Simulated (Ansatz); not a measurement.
Ansatz (an electronic-structure program) input (CCSD(T)/jun-cc-pV(T+d)Z): A basis named .json is the Basis Set Exchange file of that set (core-valence sets with the plain set on hydrogen).

Ansatz 0.2 input:
```yaml
crystal:
  periodic: [false, false, false]
  atoms:
    - {symbol: C, position_ang: [-0.00000000, -0.00000000, -1.11416072]}
    - {symbol: S, position_ang: [0.00000000, 0.00000000, 0.41781027]}
basis:
  gaussian:
    orbitals: jun-cc-pV_T+d_Z.json
magnetization: {spin_polarized: false}
correlation: {method: ccsd_t, electrons: outside_noble_gas}
```

Output:

```
Functional definition: HF
integrals: 0.07 GiB planned
509 factors; integrals over basis functions are off by at most 9.8e-4 eV
mean field: 0.14 GiB planned
mean field evaluation 1: about -11846.2537 eV, gradient 1.0e1 eV
mean field evaluation 2: about -11846.2549 eV, gradient 1.0e1 eV
mean field evaluation 4: about -11846.6159 eV, gradient 2.5e0 eV
mean field evaluation 8: about -11846.6432 eV, gradient 2.9e-4 eV
mean field evaluation 16: about -11846.6404 eV, gradient 6.5e-1 eV
mean field -11846.64322395 eV, -435.3561085369 hartree, gradient 3.9e-6 eV, S^2 0.000000; 0 other end points of the search recorded, 0 dependent functions left out
6 core orbitals not correlated
reference -11846.64322395 eV, -435.3561085369 hartree; 5, 5 occupied and 76, 76 virtual orbitals, 509 factors
second order -8.28252810 eV of doubles, -0.00000000 eV of singles
coupled cluster: 0.16 GiB planned
cycle   1  -8.28173836 eV  change    7.9e-4 eV  update   1.1e-1
cycle   2  -8.62023315 eV  change   -3.4e-1 eV  update   4.0e-2
cycle   3  -8.72740461 eV  change   -1.1e-1 eV  update   2.1e-2
cycle   4  -8.72249864 eV  change    4.9e-3 eV  update   5.7e-3
cycle   5  -8.72132623 eV  change    1.2e-3 eV  update   2.3e-3
cycle   6  -8.72133064 eV  change   -4.4e-6 eV  update   6.5e-4
cycle   7  -8.72115965 eV  change    1.7e-4 eV  update   1.6e-4
cycle   8  -8.72120327 eV  change   -4.4e-5 eV  update   6.1e-5
cycle   9  -8.72119003 eV  change    1.3e-5 eV  update   1.8e-5
cycle  10  -8.72117876 eV  change    1.1e-5 eV  update   5.6e-6
perturbative correction -0.58792336 eV, -0.0216057851 hartree
Total energy: -11855.95232607 eV, -435.6982117301 hartree
```
